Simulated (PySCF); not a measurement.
Molecule: SMILES CSCCC#N, C4H7NS.

Bonds (- single, = double, # triple, : aromatic): C1-S2, S2-C3, C3-C4, C4-C5, C5#N6. C1 carries H7, H8, H9; C3 carries H10, H11; C4 carries H12, H13.

Frames of a GFN2-xTB Langevin trajectory at 400 K; GIAO PBE0/pcSseg-1 shieldings in PySCF, gas phase, non-relativistic; equivalent atoms averaged within each frame.

Scale: 13C (σref 186.93), 1H (σref 31.72) against TMS; CS2 for 33S (σref 503.73); 15N (σref 267.73) vs NH3 (reference shieldings calculated alike). The references are static minima.

How do the shifts (ppm) fluctuate along the trajectory?

## Answers


```csv
time (fs),C5,C3,C1,C4,S2,N6,H7/H8/H9,H12/H13,H10/H11
250,127.0,34.9,26.1,13.0,-63,322.4,3.07,2.20,1.76
425,121.7,35.0,28.9,17.7,-22,311.4,3.30,2.11,2.60
625,120.7,39.9,19.1,17.5,-46,290.7,1.75,3.36,2.31
800,122.3,43.7,10.5,21.6,-60,306.8,1.31,3.33,3.50
1000,119.0,42.0,21.8,16.2,-33,300.2,1.72,2.52,1.93
mean of frames,122.1,39.1,21.3,17.2,-45,306.3,2.23,2.70,2.42
standard deviation,3.0,4.0,7.1,3.1,17,11.9,0.89,0.60,0.69
```

5 frames give an uncertainty of the mean of about the standard deviation over 2.2 at best, since frames this close in time may not be independent; classical motion lacks zero-point vibration, and the reference would need the same averaging.
